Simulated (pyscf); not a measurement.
PySCF, gas phase, ωB97X-D3(BJ)/def2-SVP geometries. MP2 and CC: frozen core, UHF for open shells. ΔMP2 is the change of the MP2 total energy from the triple- to the quadruple-zeta basis.

Problem. What is the homolytic dissociation enthalpy (298 K, CCSD(T)/def2-TZVPP + ΔMP2(QZVPP)) of the O–Si bond of `[NH2][SiH]([OH])[F]`, to H₂N–SiH•–F + OH•?

Solution. O–Si to H₂N–SiH•–F + OH•: 136.1 kcal/mol. Other isomers of H₂N–SiH•–F were not searched in full and may lie lower. The CCSD(T) − MP2 part came from Ansatz, without density fitting, on the same reference. Left out: the spin-orbit lowering of OH.
